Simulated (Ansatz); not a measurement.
hcp Ru, treated with r²SCAN+rVV10 (Ansatz, a program for electronic structure, PAW).

Settings: plane-wave cutoff 600 eV, 18×18×12 k mesh (along the axes of the cell as run), Fermi–Dirac smearing 0.1 eV, finite displacements, no spin polarisation, scalar-relativistic PAW data made under PBE.

Computed at the level's own relaxed cell.

```cif
data_Ru2
_chemical_formula_sum 'Ru2'
_space_group_name_H-M_alt 'P63/mmc'
_space_group_IT_number 194
_space_group_name_Hall '-P 6c 2c'
_cell_length_a 2.69707
_cell_length_b 2.69707
_cell_length_c 4.25113
_cell_angle_alpha 90.000
_cell_angle_beta 90.000
_cell_angle_gamma 120.000
loop_
_atom_site_label
_atom_site_type_symbol
_atom_site_symmetry_multiplicity
_atom_site_Wyckoff_symbol
_atom_site_fract_x
_atom_site_fract_y
_atom_site_fract_z
_atom_site_occupancy
Ru1 Ru 2 c 0.33333 0.66667 0.25000 1
```

Harmonic phonon frequencies (cm⁻¹; i marks an imaginary mode):

```csv
q point,frequencies
Γ,0 0 0 203 203 267
M,[?]
A,140 140 140 140 219 219
```

Task: What belongs in the gaps?

Result: 
- M, frequencies: 138 179 181 212 216 219

No imaginary mode appears at these points.
